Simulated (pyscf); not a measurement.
Optimised with ωB97X-D3(BJ)/def2-SVP in PySCF.

SMILES: C[O][W](=[O])(=[O])[OH]
```xyz
10

C      1.6739    -0.4315    -0.1478
O      0.7298     0.6040    -0.3064
W     -1.0043     1.0820     0.1766
O     -1.9385    -0.3350     0.3074
O     -0.9888     1.8133     1.7143
O     -1.7661     2.2448    -1.1000
H      1.1743    -1.4144    -0.1430
H      2.3869    -0.3922    -0.9853
H      2.2226    -0.2982     0.7986
H     -2.1628     3.1155    -0.9907
```

Question: What is the homolytic dissociation enthalpy (298 K, ωB97M-D3(BJ)/def2-TZVP) of the C–O bond of `[CH3][O][W](=[O])(=[O])[OH]`, to CH₃• + [O–W(=O)(=O)–OH]•?

Answer: C–O to CH₃• + [O–W(=O)(=O)–OH]•: 4.16 eV. The 7 functionals that were run give +3.79 (r²SCAN) to +4.30 eV (M06-2X). The radicals are drawn with the spin at the cut bond; how far it spreads was not checked. Other isomers of [O–W(=O)(=O)–OH]• were not searched in full and may lie lower. Open-shell species with a d-block atom are single-reference here; other states, and whether the spin sits on metal or ligand, were not checked. Elements past Kr carry the def2 core potentials, without spin-orbit coupling.
